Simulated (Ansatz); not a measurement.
Process, species as SMILES: O=C=S + 4 [H][H] (H2) → C (CH4) + O (H2O) + S (H2S)
B3LYP-D3(BJ)/def2-TZVP geometries, fixed; electronic energies without zero-point terms.
Largest species:
```xyz
5

C      0.0000     0.0000     0.0000
H      0.6205     0.6269     0.6390
H     -0.6429    -0.6249     0.6185
H      0.6369    -0.6328    -0.6166
H     -0.6146     0.6308    -0.6409
```

Basis-set convergence of the energy of full hydrogenation at MP2 with Ansatz (a program for electronic structure). Cartesian d functions, on some or all atoms, in 6-31G**, 6-311G**; all else is spherical. Cores are frozen. No added dispersion term, no relativity. Functions are those of the species that has most. Reference: Hartree-Fock in aug-cc-pV(Q+d)Z plus the correlation part extrapolated as X^-3 from aug-cc-pV(T+d)Z and aug-cc-pV(Q+d)Z, -59.51 kcal/mol, itself unsure by roughly 0.21 kcal/mol (a third of the extrapolation step and of the last Hartree-Fock step).

```
basis              functions  energy of full hydrogenation (kcal/mol)
-----------------  ---------  ---------------------------------------
STO-3G                    19                                   -12.60
6-31G                     31                                   -39.57
def2-SVP                  46                                   -53.58
6-31G**                   49                                      [?]
cc-pV(D+d)Z               51                                      [?]
6-311G**                  63                                   -52.02
def2-SVPD                 70                                   -66.98
aug-cc-pV(D+d)Z           78                                      [?]
6-311++G(2d,2p)           89                                   -59.62
cc-pV(T+d)Z               99                                   -56.55
def2-TZVP                 99                                   -49.67
6-311++G(3df,3pd)        125                                      [?]
jun-cc-pV(T+d)Z          126                                   -59.36
aug-pcseg-2              142                                   -59.65
aug-cc-pV(T+d)Z          147                                   -60.08
aug-pcseg-3              281                                   -59.68
cc-pV(5+d)Z              311                                   -58.79
pcseg-4                  345                                   -59.62
```

Complete the blanks.


- 6-31G**, energy of full hydrogenation (kcal/mol): -49.90
- cc-pV(D+d)Z, energy of full hydrogenation (kcal/mol): -50.13
- aug-cc-pV(D+d)Z, energy of full hydrogenation (kcal/mol): -62.79
- 6-311++G(3df,3pd), energy of full hydrogenation (kcal/mol): -59.44
